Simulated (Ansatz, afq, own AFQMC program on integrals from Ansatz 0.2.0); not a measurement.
C₂H₄, singlet: AFQMC among the cluster methods

```yaml
atoms:
  - { symbol: C, position_ang: [-0.0879, -0.6436, -0.1436] }
  - { symbol: C, position_ang: [0.0879, 0.6436, 0.1436] }
  - { symbol: H, position_ang: [0.0325, -1.4236, 0.6145] }
  - { symbol: H, position_ang: [-0.3604, -0.9761, -1.1500] }
  - { symbol: H, position_ang: [-0.0325, 1.4236, -0.6145] }
  - { symbol: H, position_ang: [0.3604, 0.9761, 1.1500] }
```

Connectivity, by distances: CH2–CH2.

Basis def2-TZVP. Only valence electrons are correlated. Integrals, coupled cluster, full CI and functionals: Ansatz 0.2.0; the random walks run on the same integrals in our own AFQMC program. ph-AFQMC/CISD is guided by a CISD state made of CCSD amplitudes; releasing the constraint for a short imaginary time cuts its bias at the price of noise, slowly where states lie close. ± is one standard error of the sampling.

Determinant: RHF, the one that the program's search chose, which needn't be the lowest solution. The geometry is a PBE0/def2-SVP stationary point of this or a neighbouring charge and spin state.

No full CI on the walks' own integrals is used here; CCSDT(Q) serves as the reference and is uncertain by about the last step of the cluster series.

Cautions: the released energies move by 1.5 errors or more from one time to the next, so no released level is given (meV from the phaseless value at times in 1/Eh: -13 ± 5 at 0.24, -21 ± 5 at 0.51, -12 ± 6 at 0.99, -11 ± 5 at 1.62, -28 ± 7 at 2.40), though the last usable value meets CCSDT(Q) within the noise.

```
T1 diagnostic                               : 0.0110
weight of the determinant in the CISD state : 0.875
size of the correlated space                : 12 electrons in 84 orbitals
```

Reference: CCSDT(Q), correlation energy -9.966 eV.

```
        level  E − E(reference) (meV)  share of correlation (%)
           HF                  9966.3                      0.00
          MP2                  1141.5                     88.55
         CCSD                   424.1                     95.74
      CCSD(T)                    32.3                     99.68
        CCSDT                    19.2                     99.81
ph-AFQMC/CISD              16.3 ± 5.1                     99.84
```

A walk keeps the symmetry of its determinant, which the program's search chose and which needn't be the lowest solution, so a lower state of the same spin and another symmetry isn't excluded.
